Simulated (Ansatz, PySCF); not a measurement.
Reaction (SMILES): CCl (CH3Cl) [chloromethane] + [H][H] (H2) → C (CH4) + Cl (HCl)

Quantity: energy of full hydrogenation (enthalpy at 298 K), in kcal/mol. Terms: no spin-orbit coupling; six Cartesian d functions in 6-31G* and its kin unless marked 5d; 6-311+G** with 5d, 6d on Na to Ar in Ansatz (an electronic-structure program); LANL2DZ with its own core potentials from Na on; no dispersion term unless named; frozen cores in correlated levels; non-relativistic. CBS marks a two-point X^-3 extrapolation of the correlation energy; Hartree-Fock from the larger set. Ab initio and DFT rows: single points at B3LYP-D3(BJ) geometries (Ansatz), with unscaled harmonic terms from B3LYP/6-31G* at its own minima.

Measured values: Active Thermochemical Tables 1.112 (ions: stationary electron), as tabulated in the package chemicals; they hold spin-orbit and core effects, anharmonicity. 

Value to compare with, the measured value: -20.1 kcal/mol.

| level | program | energy of full hydrogenation (enthalpy at 298 K) (kcal/mol) | error |
|---|---|---|---|
| HF/STO-3G | Ansatz | -11.9 | 8.2 |
| HF/6-311+G** | Ansatz | -22.6 | -2.5 |
| PBE/STO-3G | Ansatz | -6.8 | 13.3 |
| BLYP/6-31G* | Ansatz | -15.4 | 4.7 |
| BP86/def2-SVP | PySCF | -20.2 | -0.1 |
| B3LYP/3-21G | Ansatz | -17.7 | 2.4 |
| B3LYP/6-31G* | Ansatz | -16.7 | 3.4 |
| B3LYP/cc-pVDZ | Ansatz | -20.7 | -0.6 |
| MP2/3-21G | Ansatz | -17.2 | 2.9 |
| MP2/LANL2DZ | Ansatz | -17.7 | 2.4 |
| PBE/def2-TZVPD | Ansatz | -19.3 | 0.8 |
| CCSD(T)/CBS(def2-TZVPPD,def2-QZVPPD) | Ansatz | -20.3 | -0.2 |

Among the 10 habitual levels, PBE/STO-3G lies farthest from the measured value (13.3 kcal/mol); 7 of 10 lie above it, and their mean absolute error is 4.0 kcal/mol, the median 2.7. One case shows no general order.

The levels are drawn from those run, B3LYP/6-31G* more often than the rest, none by its result; runs whose electronic state is in doubt are left out.
